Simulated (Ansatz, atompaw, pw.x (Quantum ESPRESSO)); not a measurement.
# Sb (Z = 51): one change to the PAW (atompaw) potential, in the atom and in the bcc crystal

atompaw 4.2.0.5 input, output lines left out:

```
Sb 51
GGA-PBESOL scalarrelativistic loggrid 1500 logderivrange -3 5 201
5 5 4 0 0 0
5 1 3
0 0 0
c
c
c
c
v
c
c
c
v
c
c
1
2.80 2.35 2.00 2.15
y
2.65
n
y
3.65
n
custom rrkj vanderbiltortho besselshape
bessel
2.80
2.80
2.80
2.80
```

Change: all radii scaled by about 1.19 (s 3.34, p 3.34 bohr); local potential bessel scheme, radius 2.38 bohr; augmentation besselshape compensation charge, radius 2.80 bohr; PAW radius 3.34 bohr; waves and projectors: custom rrkj vanderbiltortho; core correction smooth core density matched at 2.56 bohr.

Cutoffs, loose and tight: the cutoffs (Ry, on a coarse ladder) from which the occupation-weighted sum of valence levels, in a spherical-Bessel basis at the reference potential, stays within 10 and 1 mRy of its value at 400 Ry. They see the waves and projectors alone, not the compensation charge or the core.

Crystal test: bcc Sb in pw.x 7.5, no spin, 12³ k-points, Fermi–Dirac smearing 0.01 Ry, cutoffs set for each file from its atomic test. The reference is all-electron LAPW (Ansatz 0.2.0) with the same functional, mesh and smearing; V0 and B0 come from Birch–Murnaghan fits to the pressures at five volumes. Errors are pseudo minus all-electron; Δ is the rms difference of the E(V) curves that follow from these fits, minima aligned, over ±6 % about the mean V0. Mesh and smearing are coarse, so the numbers serve the comparison and aren't converged zero-temperature values; the lattice is a test structure that the element need not adopt.

All-electron: a0 = 3.732 Å (V0 = 25.99 Å³/atom), B0 = 69.6 GPa.

Question: Does the change bring the crystal closer to the all-electron result?

Answer: The mean pressure error goes from -16.54 to -11.78 GPa, so the change moves the solid closer to the all-electron pressures. Neither pressure curve crosses zero within the volumes sampled, so no fits are given.

```json
{"quantity": "outcome (atom)", "base": "generated", "changed": "generated"}
{"quantity": "cutoff, loose (atom)", "base": "6 Ry", "changed": "6 Ry"}
{"quantity": "cutoff, tight (atom)", "base": "10 Ry", "changed": "8 Ry"}
{"quantity": "bound ghosts (atom)", "base": "none", "changed": "none"}
{"quantity": "cutoffs in pw.x (Ry)", "base": "40/400", "changed": "40/400"}
{"quantity": "mean pressure error (GPa)", "base": "-16.54", "changed": "-11.78"}
```

Base: This is a poor potential for the solid. Changed file: The largest radius (3.34 bohr) exceeds half the bond length (3.05 bohr), so the spheres overlap, which is one possible source of error among others. This is a poor potential for the solid.
